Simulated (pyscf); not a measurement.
`[F][Sn][F]` [singlet] + `[ClH]` → `[F][SnH]([F])[Cl]` (insertion; singlet surface; Cl–H broken, Cl–Sn, H–Sn formed). PySCF, gas phase, ωB97X-D3(BJ)/def2-SVP geometries. Correlated levels are frozen-core, on RHF or UHF. ΔMP2 is the change of the MP2 total energy from the triple- to the quadruple-zeta basis. Rate constants from transition-state theory at the high-pressure limit, CCSD(T)/def2-TZVPP + ΔMP2(QZVPP) energies (ideal gas, 1 atm, RRHO with modes under 100 cm⁻¹ raised to 100, one conformer, R ln 2 for rigid chiral ones; no tunnelling), k in cm³ molecule⁻¹ s⁻¹.

```tsv
T (K)	1000/T	log10 k
298	3.354	-41.78
600	1.667	-26.93
900	1.111	-21.86
1200	0.833	?
```

Q: Fit an Arrhenius line to the three values, give the activation energy, and predict k at 1200 K.

A: Least squares gives log10 k = -12.08 − 8.86 × 1000/T, so Ea = 8.86 × ln 10 × 1.987 = 40.5 kcal/mol, against an electronic barrier of 39.8. At 1200 K the line gives -19.46; the computed value is -19.21 (ΔG‡ = 75.9 kcal/mol), a factor 1.8 over the line, since the plot is curved. On the reactant side the descent ends in a complex (not fully relaxed), 5.7 kcal/mol under the separated species and 43.8 kcal/mol under the saddle at ωB97X-D3(BJ)/def2-TZVP. One saddle was located; it need not be the lowest between these sides. The CCSD(T) − MP2 part came from Ansatz, without density fitting, on the same reference. The frozen core leaves the outer d or s,p core shells of the metals and heavy elements correlated in the MP2 and CC values, and def2-TZVPP describes them poorly, which can shift differences by a few kcal/mol. Elements past Kr carry the def2 core potentials, without spin-orbit coupling.
